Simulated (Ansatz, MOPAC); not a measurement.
Molecule: SiN3H7 (charge 0, singlet). SMILES: N[SiH](N)N
Structure (B3LYP-D3(BJ)/def2-TZVP (Ansatz, an electronic-structure program) minimum search):
```xyz
11

N      0.0297     1.5786    -0.5506
Si    -0.1744     0.0871     0.2807
N     -0.8936    -0.9443    -0.8847
N      1.1470    -0.8289     0.8907
H      0.1251     2.4404    -0.0379
H      0.4957     1.6246    -1.4433
H     -0.9302     0.4669     1.5010
H     -0.9917    -1.9298    -0.7033
H     -1.6101    -0.5974    -1.5010
H      1.5436    -0.6160     1.7918
H      1.8278    -1.2457     0.2750
```
Charge 0, spin multiplicity 1.

AM1 beside other levels, property by property. Terms: 6-31G* and kin with 6d, 5d where marked; spin-orbit terms left out; UHF or UKS for open shells; non-relativistic; dispersion terms only where a functional's name holds one; frozen cores in correlated levels; 6-311+G** with 5d, 6d on Na to Ar in Ansatz. Basis-set limits of correlation are two-point, X^-3; Hartree-Fock from the larger set. Ab initio and DFT rows: single points at B3LYP-D3(BJ) geometries (Ansatz), with unscaled harmonic terms from B3LYP/6-31G* (Ansatz) at its own minima, enthalpies of formation by atomisation with measured atoms. Semi-empirical rows: MOPAC heats of formation at their own minima for 298 K, the proton's as measured. Sets without +, aug- or the D of def2-TZVPD hold no diffuse functions, which anions need.

Coupled cluster (Ansatz) is a level with limits of its own, used here on species with T1 under 0.025 (0.045 for open shells) and stable references: (a) CCSD(T)/CBS(aug-cc-pV(T+d)Z,aug-cc-pV(Q+d)Z); (b) CCSD(T)/CBS(cc-pV(T+d)Z,cc-pV(Q+d)Z).

```tsv
property	AM1 (MOPAC)	PBE/6-31G* (Ansatz)	B3LYP/6-311+G** (Ansatz)	r2SCAN-D4/def2-TZVPD (Ansatz + dftd4)	to compare with
H-Si bond dissociation enthalpy at 298 K, to N[Si](N)N + H atom (kcal/mol)	63.8	87.9	91.4	90.0	96.4 coupled cluster (a)
H-N bond dissociation enthalpy at 298 K, to [NH][SiH](N)N + H atom (kcal/mol)	107.1	106.6	109.8	107.2	113.3 coupled cluster (a)
enthalpy of formation at 298 K (kcal/mol)	-74.3	-42.5	-47.0	-52.5	-64.1 coupled cluster (a)
N-Si bond dissociation enthalpy at 298 K, to N[SiH]N + [NH2] (NH2) (kcal/mol)	78.4	103.1	101.0	103.8	112.5 coupled cluster (a)
proton affinity at N (heteroatom site), enthalpy at 298 K, to N[SiH](N)[NH3+] (kcal/mol)	227.2	226.6	220.4	220.0	219.2 coupled cluster (b)
deprotonation enthalpy (H-N bond) at 298 K, to [NH-][SiH](N)N + H+ (kcal/mol)	401.6	388.7	381.2	380.3	380.5 coupled cluster (a)
```

As the rows show:
- H-Si bond dissociation enthalpy at 298 K, to N[Si](N)N + H atom: AM1 lies 32.6 kcal/mol below coupled cluster.
- H-N bond dissociation enthalpy at 298 K, to [NH][SiH](N)N + H atom: AM1 lies 6.2 kcal/mol below coupled cluster.
- enthalpy of formation at 298 K: AM1 lies 10.2 kcal/mol below coupled cluster.
- N-Si bond dissociation enthalpy at 298 K, to N[SiH]N + [NH2] (NH2): AM1 lies 34.1 kcal/mol below coupled cluster.
- proton affinity at N (heteroatom site), enthalpy at 298 K, to N[SiH](N)[NH3+]: AM1 lies 8.0 kcal/mol above coupled cluster.
- deprotonation enthalpy (H-N bond) at 298 K, to [NH-][SiH](N)N + H+: AM1 lies 21.1 kcal/mol above coupled cluster.

The properties are those with a value to compare with, at most eight drawn at random. No case is left out for the size of its miss. Left out are saddle points of the reference geometry, anions that the best level run finds unbound, excited spin states, species near biochemistry, 298 K rows of species without real B3LYP wavenumbers, cases with under five habitual levels, runs that failed or that the program found above a lower state of the same kind, table entries that another table contradicts, and a share of species set aside by lot.
